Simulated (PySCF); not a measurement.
# Relaxation of singlet HAlS

Method: PBE0/[Al def2-TZVP, S def2-TZVP, H def2-TZVP], no relativity, density fitting, PySCF. A (50,194) grid was used.

A hand-made bent start, of Cs symmetry, held to at least that symmetry:

```xyz
3
charge 0 multiplicity 1, angstrom
Al    0.8824    0.0000   -0.6483
S    -0.8132    0.0000    0.5390
H     2.1767    0.0000    0.2580
```

Problem. What forces act on the atoms at the start (eV/Å)?

Solution. 
| atom | Fx | Fy | Fz |
| --- | --- | --- | --- |
| Al1 | -0.90 | 0.00 | 1.88 |
| S2 | 0.26 | 0.00 | -1.11 |
| H3 | 0.64 | 0.00 | -0.77 |

Problem. What does it relax to?

Solution. It ends at C∞v with Al–H 1.570 Å, Al–S 1.999 Å; H–Al–S 180.0°. No frequency check is given, so it may be a saddle point. Other isomers or separated fragments may lie lower.

Problem. How much energy is released, and in how many steps?

Solution. 102.8 kJ/mol in 8 steps.

The relaxation took of the order of 14 core-seconds on a shared host.
